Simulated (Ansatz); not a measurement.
**AlCl: batch of points**

Method: DFT PBE, Gaussian basis aug-cc-pV(T+d)Z, and further levels as typed in the inputs, in Ansatz 0.2.0.

## Step 1: The structure to begin with

Bond lengths: Al1–Cl2 2.130 Å.

Structure file:

```xyz
2

Al    0.0000    0.0000    0.0000
Cl    0.0000    0.0000    2.1300
```

## Step 2: Batch of points: AlCl

Input file input.yaml:

```yaml
basis:
  gaussian: { orbitals: "aug-cc-pV(T+d)Z.json" }
hamiltonian:
  xc: pbe
batch:
  members: [s0.yaml, s1.yaml, s2.yaml, s3.yaml, s4.yaml, s5.yaml, ...]
# s1.yaml, one of 18 members:
crystal:
  periodic: [false, false, false]
  atoms:
    - { symbol: Al, position_ang: [0.0, 0.0, 0.0] }
    - { symbol: Cl, position_ang: [0.0, 0.0, 1.86] }
```

Q: Estimate wall time and peak memory on 4 threads of Intel Xeon 6975P-C (Granite Rapids), shared host.

About 4.6 s, with a peak of 0.3 GiB.
